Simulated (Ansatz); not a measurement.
# A workflow on C3H7Cl (1-chloropropane)

Aim: a point of an energy scan (PBEsol-D4/6-31G*), then a point of an energy scan (PBEsol-D4/6-31G*), then a point of an energy scan (PBEsol-D4/6-31G*), then a point of an energy scan (PBEsol-D4/6-31G*), then a point of an energy scan (UPBEsol-D4/6-31G*) of C3H7Cl (1-chloropropane). 

The results are computed with Ansatz 0.2.0.

## Step 1: Starting point

C3H7Cl: 11 atoms, total charge 0, spin state singlet. As SMILES, `CCCCl`. The shape is that of a PBE0-D4/def2-TZVP optimisation. This is one conformer, not always the lowest.

Bond lengths: C1–C2 1.517 Å, C2–C3 1.511 Å, C3–Cl4 1.790 Å, C1–H5 1.091 Å, C1–H6 1.092 Å, C1–H7 1.094 Å, C2–H8 1.094 Å, C2–H9 1.097 Å, C3–H10 1.089 Å, C3–H11 1.091 Å. Some angles: C1–C2–C3 114.0°, C2–C3–Cl4 112.2°, C1–C2–H8 110.4°, C1–C2–H9 109.9°, C3–C2–H8 109.0°, C3–C2–H9 106.7°, C2–C1–H5 111.0°, C2–C1–H6 111.0°, C2–C1–H7 111.1°, C2–C3–H10 111.6°.

## Step 2: A point of an energy scan at PBEsol-D4/6-31G(d) (Cartesian functions, held atoms (5, 1), held distance 0.9823 angstrom) (run 1)

Input file job.yaml:

```yaml
crystal:
  periodic: [false, false, false]
  atoms:
    - {symbol: C, position_ang: [-0.811400, 1.004000, 0.042600]}
    - {symbol: C, position_ang: [-0.136300, -0.246800, 0.573600]}
    - {symbol: C, position_ang: [0.973200, -0.768100, -0.310500]}
    - {symbol: Cl, position_ang: [0.367700, -1.319700, -1.901800]}
    - {symbol: H, position_ang: [-1.275800, 0.816000, -0.927000]}
    - {symbol: H, position_ang: [-1.588000, 1.349300, 0.727700]}
    - {symbol: H, position_ang: [-0.090500, 1.816700, -0.083200]}
    - {symbol: H, position_ang: [-0.872100, -1.041800, 0.726600]}
    - {symbol: H, position_ang: [0.310900, -0.042500, 1.554000]}
    - {symbol: H, position_ang: [1.471500, -1.627200, 0.136700]}
    - {symbol: H, position_ang: [1.716000, 0.003200, -0.518100]}
basis:
  gaussian:
    orbitals: "6-31G*"
total_charge: 0
hamiltonian:
  xc: pbesol
  dispersion: d4
relax:
  max_steps: 60
  constraints: [{distance: [4, 0], at: 0.9823}]
```

The run is started by

```
ansatz run job.yaml --threads 1 --pin off --max-ram 2610MiB --events-out events.jsonl --progress --plain --runs-dir runs
```

What it wrote:

```text
Warning: RAYON_NUM_THREADS=1 ignored (pool sized by the plan → 1); use --threads N
[... 6 lines left out ...]
1040 factors; their error is unknown
[... 11 lines left out ...]
1040 factors; their error is unknown
[... 6 lines left out ...]
1040 factors; their error is unknown
[... 7 lines left out ...]
1040 factors; their error is unknown
[... 6 lines left out ...]
1040 factors; their error is unknown
[... 5 lines left out ...]
1040 factors; their error is unknown
[... 4 lines left out ...]
Total energy: -15704.65265704 eV, -577.1353401504 hartree
[... 11 lines left out ...]
Dipole moment:     0.087263     0.156647     0.407532 e Å
```

Wall time 15 s (1 thread of Arm Neoverse V2, shared host); peak memory 0.15 GiB.

## Step 3: A point of an energy scan at PBEsol-D4/6-31G(d) (Cartesian functions, held atoms (5, 1), held distance 1.0914 angstrom) (run 2)

Input file job.yaml:

```yaml
basis:
  gaussian:
    orbitals: "6-31G*"
crystal:
  periodic: [false, false, false]
  atoms:
    - {symbol: C, position_ang: [-0.827879, 0.998770, 0.015651]}
    - {symbol: C, position_ang: [-0.142188, -0.246626, 0.570374]}
    - {symbol: C, position_ang: [0.975710, -0.771496, -0.311274]}
    - {symbol: Cl, position_ang: [0.369114, -1.308684, -1.927812]}
    - {symbol: H, position_ang: [-1.251440, 0.815354, -0.851452]}
    - {symbol: H, position_ang: [-1.599281, 1.361527, 0.719482]}
    - {symbol: H, position_ang: [-0.095653, 1.819305, -0.116104]}
    - {symbol: H, position_ang: [-0.882115, -1.055259, 0.732982]}
    - {symbol: H, position_ang: [0.309229, -0.030656, 1.561293]}
    - {symbol: H, position_ang: [1.475870, -1.647180, 0.137434]}
    - {symbol: H, position_ang: [1.733833, 0.008044, -0.509974]}
hamiltonian:
  xc: pbesol
  dispersion: d4
relax:
  max_steps: 60
  constraints: [{distance: [4, 0], at: 1.0914}]
```

The run is started by

```
ansatz run job.yaml --threads 1 --pin off --max-ram 2610MiB --events-out events.jsonl --progress --plain --runs-dir runs
```

What it wrote:

```text
Warning: RAYON_NUM_THREADS=1 ignored (pool sized by the plan → 1); use --threads N
[... 6 lines left out ...]
1040 factors; their error is unknown
[... 11 lines left out ...]
1040 factors; their error is unknown
[... 6 lines left out ...]
1040 factors; their error is unknown
[... 7 lines left out ...]
1040 factors; their error is unknown
[... 6 lines left out ...]
1040 factors; their error is unknown
[... 5 lines left out ...]
1040 factors; their error is unknown
[... 4 lines left out ...]
Total energy: -15704.95669457 eV, -577.1465133234 hartree
[... 11 lines left out ...]
Dipole moment:     0.092665     0.155364     0.411120 e Å
```

It took 16 s on 1 thread of Arm Neoverse V2, shared host; peak memory 0.15 GiB.

## Step 4: A point of an energy scan at PBEsol-D4/6-31G(d) (Cartesian functions, held atoms (5, 1), held distance 1.2551 angstrom) (run 3)

Input file molecule.yaml:

```yaml
crystal:
  periodic: [false, false, false]
  atoms:
    - symbol: C
      position_ang: [-0.816890, 1.005753, 0.038782]
    - symbol: C
      position_ang: [-0.137171, -0.246982, 0.577451]
    - symbol: C
      position_ang: [0.976031, -0.771881, -0.310430]
    - symbol: Cl
      position_ang: [0.363150, -1.313034, -1.922905]
    - symbol: H
      position_ang: [-1.279816, 0.810401, -0.930079]
    - symbol: H
      position_ang: [-1.602770, 1.360108, 0.730046]
    - symbol: H
      position_ang: [-0.088095, 1.828704, -0.093448]
    - symbol: H
      position_ang: [-0.880277, -1.052714, 0.738684]
    - symbol: H
      position_ang: [0.319669, -0.038887, 1.568172]
    - symbol: H
      position_ang: [1.478760, -1.646367, 0.137634]
    - symbol: H
      position_ang: [1.732610, 0.007996, -0.513308]
basis:
  gaussian: {orbitals: "6-31G*"}
hamiltonian: {xc: pbesol, dispersion: d4}
total_charge: 0
relax: {max_steps: 60, constraints: [{distance: [4, 0], at: 1.2551}]}
```

The run is started by

```
ansatz run molecule.yaml --threads 1 --pin off --max-ram 2610MiB --events-out events.jsonl --progress --plain --runs-dir runs
```

What it wrote:

```text
Warning: RAYON_NUM_THREADS=1 ignored (pool sized by the plan → 1); use --threads N
The last accepted step is kept in runs//last_step.txt (removed where the run ends without a failure and the disk answers)
[... 17 lines left out ...]
1040 factors; their error is unknown
[... 6 lines left out ...]
1040 factors; their error is unknown
[... 7 lines left out ...]
1040 factors; their error is unknown
[... 6 lines left out ...]
1040 factors; their error is unknown
[... 6 lines left out ...]
1040 factors; their error is unknown
[... 5 lines left out ...]
1040 factors; their error is unknown
[... 4 lines left out ...]
Total energy: -15704.69315752 eV, -577.1368285154 hartree
[... 11 lines left out ...]
Dipole moment:     0.106303     0.154533     0.423803 e Å
```

It took 18 s on 1 thread of Arm Neoverse V2, shared host; peak memory 0.15 GiB.

## Step 5: A point of an energy scan at PBEsol-D4/6-31G(d) (Cartesian functions, held atoms (5, 1), held distance 1.4188 angstrom) (run 4)

Input file molecule.yaml:

```yaml
crystal:
  periodic: [false, false, false]
  atoms:
    - {symbol: C, position_ang: [-0.798351, 1.016812, 0.078127]}
    - {symbol: C, position_ang: [-0.129825, -0.247478, 0.588613]}
    - {symbol: C, position_ang: [0.975270, -0.771855, -0.310585]}
    - {symbol: Cl, position_ang: [0.350346, -1.326862, -1.912725]}
    - {symbol: H, position_ang: [-1.311066, 0.806234, -1.047952]}
    - {symbol: H, position_ang: [-1.613250, 1.355017, 0.741100]}
    - {symbol: H, position_ang: [-0.077343, 1.844621, -0.055454]}
    - {symbol: H, position_ang: [-0.878678, -1.048096, 0.746582]}
    - {symbol: H, position_ang: [0.335581, -0.054114, 1.579297]}
    - {symbol: H, position_ang: [1.485946, -1.641263, 0.138089]}
    - {symbol: H, position_ang: [1.726572, 0.010081, -0.524493]}
basis:
  gaussian:
    orbitals: "6-31G*"
hamiltonian:
  xc: {name: PBEsol}
  dispersion: d4
relax:
  max_steps: 60
  constraints: [{distance: [4, 0], at: 1.4188}]
total_charge: 0
```

The run is started by

```
ansatz run molecule.yaml --threads 1 --pin off --max-ram 2610MiB --events-out events.jsonl --progress --plain --runs-dir runs
```

What it wrote:

```text
Warning: RAYON_NUM_THREADS=1 ignored (pool sized by the plan → 1); use --threads N
[... 1 set-up line as earlier in the session ...]
[... 17 lines left out ...]
1040 factors; their error is unknown
[... 6 lines left out ...]
1040 factors; their error is unknown
[... 7 lines left out ...]
1040 factors; their error is unknown
[... 6 lines left out ...]
1040 factors; their error is unknown
[... 6 lines left out ...]
1040 factors; their error is unknown
[... 5 lines left out ...]
1040 factors; their error is unknown
[... 4 lines left out ...]
Total energy: -15704.07894974 eV, -577.1142567959 hartree
[... 11 lines left out ...]
Dipole moment:     0.125180     0.151885     0.445107 e Å
```

Wall time 17 s (1 thread of Arm Neoverse V2, shared host); peak memory 0.15 GiB.

## Step 6: A point of an energy scan at UPBEsol-D4/6-31G(d) (Cartesian functions, held atoms (5, 1), held distance 1.6371 angstrom) (run 5)

Input file run.yaml:

```yaml
crystal:
  periodic: [false, false, false]
  atoms:
    - {symbol: C, position_ang: [-0.779518, 1.027305, 0.121221]}
    - {symbol: C, position_ang: [-0.122527, -0.247734, 0.600686]}
    - {symbol: C, position_ang: [0.973481, -0.771186, -0.311457]}
    - {symbol: Cl, position_ang: [0.336094, -1.339299, -1.902273]}
    - {symbol: H, position_ang: [-1.335604, 0.801193, -1.164327]}
    - {symbol: H, position_ang: [-1.625828, 1.349311, 0.749099]}
    - {symbol: H, position_ang: [-0.068297, 1.860110, -0.020023]}
    - {symbol: H, position_ang: [-0.877200, -1.043048, 0.755373]}
    - {symbol: H, position_ang: [0.353101, -0.070451, 1.590810]}
    - {symbol: H, position_ang: [1.491863, -1.635648, 0.137638]}
    - {symbol: H, position_ang: [1.719637, 0.012544, -0.536148]}
basis:
  gaussian: {orbitals: "6-31G*"}
magnetization: {spin_polarized: true, initial_magnetization: 0}
hamiltonian: {xc: {name: PBEsol}, dispersion: d4}
relax: {max_steps: 60, constraints: [{distance: [4, 0], at: 1.6371}]}
```

The run is started by

```
ansatz run run.yaml --threads 1 --pin off --max-ram 2610MiB --events-out events.jsonl --progress --plain --runs-dir runs
```

What it wrote:

```text
Warning: RAYON_NUM_THREADS=1 ignored (pool sized by the plan → 1); use --threads N
[... 1 set-up line as earlier in the session ...]
[... 17 lines left out ...]
1040 factors; their error is unknown
[... 14 lines left out ...]
1040 factors; their error is unknown
[... 6 lines left out ...]
1040 factors; their error is unknown
[... 6 lines left out ...]
1040 factors; their error is unknown
[... 6 lines left out ...]
1040 factors; their error is unknown
[... 6 lines left out ...]
1040 factors; their error is unknown
[... 6 lines left out ...]
1040 factors; their error is unknown
[... 3 lines left out ...]
Total energy: -15703.14342217 eV, -577.0798767920 hartree
[... 11 lines left out ...]
Dipole moment:     0.156405     0.145940     0.483107 e Å
```

Run time: 34 s. Hardware: 1 thread of Arm Neoverse V2, shared host; peak memory 0.14 GiB.

## Step 7: Results

```
                                   quantity          value
      run 1, PBEsol-D4/6-31G*: total energy  -577.13534 Eh
     run 1, PBEsol-D4/6-31G*: dipole moment         2.14 D
 run 1, PBEsol-D4/6-31G*: dispersion energy   -6.11 kJ/mol
      run 2, PBEsol-D4/6-31G*: total energy  -577.14651 Eh
     run 2, PBEsol-D4/6-31G*: dipole moment         2.16 D
      run 3, PBEsol-D4/6-31G*: total energy  -577.13683 Eh
     run 3, PBEsol-D4/6-31G*: dipole moment         2.23 D
 run 3, PBEsol-D4/6-31G*: dispersion energy   -6.12 kJ/mol
      run 4, PBEsol-D4/6-31G*: total energy  -577.11426 Eh
     run 4, PBEsol-D4/6-31G*: dipole moment         2.34 D
 run 4, PBEsol-D4/6-31G*: dispersion energy   -6.44 kJ/mol
     run 5, UPBEsol-D4/6-31G*: total energy  -577.07988 Eh
    run 5, UPBEsol-D4/6-31G*: dipole moment         2.54 D
run 5, UPBEsol-D4/6-31G*: dispersion energy   -6.73 kJ/mol
```

**Reading.** Mulliken charges (run 1, PBEsol-D4/6-31G*) run from -0.53 on C1 to +0.22 on H5. Mulliken charges (run 2, PBEsol-D4/6-31G*) run from -0.53 on C1 to +0.22 on H10. Mulliken charges (run 3, PBEsol-D4/6-31G*) run from -0.51 on C1 to +0.22 on H10. Mulliken charges (run 5, UPBEsol-D4/6-31G*) run from -0.43 on C3 to +0.22 on H10; they depend strongly on the basis.
